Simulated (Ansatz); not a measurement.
**HNO (nitroxyl) at CCSD(T)/def2-TZVPPD**

What is the energy change on altering one bond length of HNO (nitroxyl) at CCSD(T)/def2-TZVPPD? 

The results are computed with Ansatz 0.2.0.

60 further runs of the same task are left out: 60 set aside as unsound or not needed.

**1. The structure to begin with**

HNO has 3 atoms, charge 0, and is taken as a singlet. As SMILES, `N=O`. The coordinates come from a PBE0-D4/def2-TZVP relaxation.

Bond lengths: N1–O2 1.190 Å, N1–H3 1.063 Å. Angles: O2–N1–H3 108.9°.

**2. A single-point energy at CCSD(T)/def2-TZVPPD**

Input file run.yaml:

```yaml
crystal:
  periodic: [false, false, false]
  atoms:
    - symbol: "N"
      position_ang: [-0.283700, 0.312790, -0.117160]
    - symbol: O
      position_ang: [0.755300, 0.397200, 0.456500]
    - symbol: H
      position_ang: [-0.471600, -0.709980, -0.339350]
basis:
  gaussian: {orbitals: def2-TZVPPD.json}
correlation: {method: ccsd_t, frozen_orbitals: {H: 0, "N": 1, O: 1}}
accuracy: high
scf: {omitted_lower_state_checks: [cluster_reference, increment]}
```

The basis set def2-TZVPPD is read from a file made from the Basis Set Exchange's data (not shown).

On the command line:

```sh
$ ansatz run run.yaml --threads 1 --pin off --max-ram 3480MiB --events-out events.jsonl --progress --plain --runs-dir runs
```

The program printed (excerpt; [...] marks lines left out):

```text
Warning: RAYON_NUM_THREADS=1 ignored (pool sized by the plan → 1); use --threads N
Functional definition: HF
  name "HF"
[...]
1451 factors; integrals over basis functions are off by at most 3.5e-9 eV
[...]
mean field -3533.27867607 eV, -129.8455964031 hartree, gradient 2.7e-8 eV, S^2 0.000000; 0 other end points of the search recorded, 0 dependent functions left out; unrestricted orbitals would lower it
2 core orbitals not correlated: weight in the atoms' cores, before any rotation towards them, 1.000 or more for the frozen orbitals, at most 0.000 for the correlated occupied ones
reference -3533.27867607 eV, -129.8455964031 hartree; 6, 6 occupied and 86, 86 virtual orbitals, 1451 factors
second order -11.80730521 eV of doubles, -0.00000000 eV of singles
cycle   1  -11.52751940 eV  change    2.8e-1 eV  update   8.5e-2
[...]
cycle  24  -11.98981099 eV  change  -3.9e-10 eV  update  7.6e-10
perturbative correction -0.53282848 eV, -0.0195810854 hartree
Total energy: -3545.80131554 eV, -130.3057949155 hartree
Checks for a lower state left out: cluster_reference, increment
```

Wall time 6.6 s (1 thread of Arm Neoverse V2, shared host); peak memory 0.49 GiB.

**3. The distorted shape at the same level**

Input file in.yaml:

```yaml
basis:
  gaussian:
    orbitals: def2-TZVPPD.json
crystal:
  periodic: [false, false, false]
  atoms:
    - {symbol: N, position_ang: [-0.227324, 0.619652, -0.050496]}
    - {symbol: O, position_ang: [0.811676, 0.704062, 0.523164]}
    - {symbol: H, position_ang: [-0.471600, -0.709980, -0.339350]}
correlation:
  method: ccsd_t
  frozen_orbitals: {H: 0, "N": 1, O: 1}
accuracy: high
scf:
  omitted_lower_state_checks: [cluster_reference, increment]
```

The basis set def2-TZVPPD is read from a file made from the Basis Set Exchange's data (not shown).

On the command line:

```sh
$ ansatz run in.yaml --threads 1 --pin off --max-ram 3480MiB --events-out events.jsonl --progress --plain --runs-dir runs
```

The program printed (excerpt; [...] marks lines left out):

```text
Warning: RAYON_NUM_THREADS=1 ignored (pool sized by the plan → 1); use --threads N
[... 2 set-up lines as earlier in the session ...]
[...]
1447 factors; integrals over basis functions are off by at most 3.5e-9 eV
[...]
mean field -3532.07592921 eV, -129.8013962712 hartree, gradient 1.8e-8 eV, S^2 0.000000; 0 other end points of the search recorded, 0 dependent functions left out; unrestricted orbitals would lower it
2 core orbitals not correlated: weight in the atoms' cores, before any rotation towards them, 1.000 or more for the frozen orbitals, at most 0.000 for the correlated occupied ones
reference -3532.07592921 eV, -129.8013962712 hartree; 6, 6 occupied and 86, 86 virtual orbitals, 1447 factors
second order -12.23451541 eV of doubles, -0.00000000 eV of singles
cycle   1  -11.81172261 eV  change    4.2e-1 eV  update   1.1e-1
[...]
cycle  24  -12.40241036 eV  change  -7.7e-10 eV  update  5.9e-10
perturbative correction -0.62651707 eV, -0.0230240778 hartree
Total energy: -3545.10485664 eV, -130.2802005231 hartree
Checks for a lower state left out: cluster_reference, increment
```

Run time: 6.6 s. Hardware: 1 thread of Arm Neoverse V2, shared host; peak memory 0.5 GiB.

**4. Summary of results**

Level: CCSD(T)/def2-TZVPPD, 2 core orbitals frozen.

| quantity | value |
| --- | --- |
| first shape: total energy | -130.30579 Eh |
| first shape: correlation energy (2 core orbitals frozen) | -460.2 mEh |
| first shape: (T) correction | -19.58 mEh |
| first shape: T1 diagnostic | 0.016 |
| distorted shape: total energy | -130.28020 Eh |
| distorted shape: correlation energy (2 core orbitals frozen) | -478.8 mEh |
| distorted shape: (T) correction | -23.02 mEh |
| distorted shape: T1 diagnostic | 0.020 |
| energy change with the N1–H3 bond stretched from 1.063 to 1.382 Å | 0.696 eV |

In words: With the N1–H3 bond stretched from 1.063 to 1.382 Å the energy rises by 0.70 eV (16.1 kcal/mol). The first shape isn't relaxed at this level, so the change isn't measured from a minimum. The restricted solution (first shape) is unstable to spin breaking: an unrestricted one lies lower. The triples (first shape) make up 4.3 % of the correlation energy. The T1 diagnostic (distorted shape) of 0.020 is above the customary mark for such species, so a single reference may not serve. The restricted solution (distorted shape) is unstable to spin breaking: an unrestricted one lies lower. The triples (distorted shape) make up 4.8 % of the correlation energy.
